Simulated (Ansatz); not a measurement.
Ideal-gas functions of `[B]F` at 800 K and 1 bar, from an Ansatz frequency run at PBE0-D4/def2-TZVP.

Molar mass 29.81 g/mol, point group C∞v (symmetry number 1), electronic degeneracy 1, moments of inertia 10.994 u Å². Harmonic wavenumbers (cm⁻¹, unscaled): 1424.

Use S(trans) = R[1.5 ln M + 2.5 ln T − 1.1517]; rotational temperatures θ = 24.2544 K / I; S(rot) = R[ln(T/σθ) + 1]; for each mode x = 1.438777 ν̃/T, S = R[x/(eˣ − 1) − ln(1 − e⁻ˣ)] and H = RT x/(eˣ − 1); 1 cm⁻¹ = 0.0119627 kJ/mol; R = 8.31446 J/(mol·K).

Problem. By hand: the entropy, in J/(mol·K).

Solution. Translation 171.7. Rotation: θ = 2.2061 K, giving 57.3. Vibration, mode by mode: 2.45, in all 2.5. Electronic 0.0. Sum 231.5 J/(mol·K).

Problem. By hand: H − E and G − E in kJ/mol, counted from the electronic energy.

Solution. Zero-point energy ½ × 1424 × 0.0119627 = 8.5; thermal vibration 1.4; translation, rotation and pV give 3.5 RT = 23.3. H − E = 33.2 kJ/mol, and G − E = 33.2 − 800 × 231.5/1000 = -152.0 kJ/mol.

Vibration gives 1 % of the entropy.
